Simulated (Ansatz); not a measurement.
**Scan of [H···H···CH2], triplet**

All five atoms lie in one plane.

Starting geometry:

```yaml
atoms:
  - { symbol: H, position_ang: [-2.1562, 0.0000, 0.0000] }
  - { symbol: H, position_ang: [-1.4112, 0.0000, 0.0000] }
  - { symbol: C, position_ang: [0.1968, 0.0000, 0.0000] }
  - { symbol: H, position_ang: [0.6113, 0.0000, 0.9962] }
  - { symbol: H, position_ang: [0.6113, 0.0000, -0.9962] }
```

From there H2 is moved from one fragment to the other while all else, the fragments' distance too, stays fixed; atoms are numbered as listed. Energies are in kcal/mol, counted from the starting geometry at the same level. Kohn–Sham curves are unrestricted where that lies lower.

Basis cc-pVDZ; Ansatz 0.2.0. Correlated methods freeze the noble-gas cores.

In so small a basis the reference is far from its limit while semilocal and hybrid functionals are nearer theirs (RPA and double hybrids share much of the reference's basis error), so the functionals' errors here hold much of the reference's basis and frozen-core error, which can add to them or hide them.

Full CI is exact within this basis and frozen core; it isn't the basis-set limit.

```csv
distance H1-H2 (Å),full CI,PBE,revPBE,r2SCAN,PBE0,B3LYP,wB97X-V,wB97M-V,B2PLYP,RPA-PBE
0.693,2.5,3.8,3.6,3.2,3.2,3.2,3.0,2.9,2.8,2.7
0.745,0.0,0.0,0.0,0.0,0.0,0.0,0.0,0.0,0.0,0.0
0.819,-0.6,-2.5,-2.2,-1.8,-1.7,-1.7,-1.4,-1.2,-1.1,-1.0
0.893,0.0,-3.5,-2.9,-2.3,-2.2,-2.0,-1.4,-1.2,-1.0,-0.8
0.967,0.1,-4.4,-3.5,-2.9,-2.7,-2.5,-1.7,-1.4,-1.4,-0.9
1.041,-1.1,-5.7,-4.6,-4.3,-4.1,-3.7,-3.0,-2.5,-2.8,-2.1
1.115,-3.3,-7.3,-6.0,-6.3,-6.1,-5.4,-5.1,-4.4,-5.0,-4.0
1.189,-5.4,-8.5,-7.0,-7.9,-7.9,-6.9,-7.0,-6.1,-7.1,-5.8
1.263,-5.8,-7.8,-6.3,-7.6,-7.9,-6.7,-7.3,-6.2,-7.4,-5.8
```

(1) Judged by the spread of the error over the points with a reference (largest less smallest), which of these follows full CI best and which worst?

## Answers

(1) Subtracting the full CI column from each: best RPA-PBE (errors from -1.0 to 0.3, spread 1.3 kcal/mol), worst PBE (from -4.6 to 1.3, spread 6.0 kcal/mol). Functionals and wave-function methods converge differently with the basis, so part of this is basis effect.
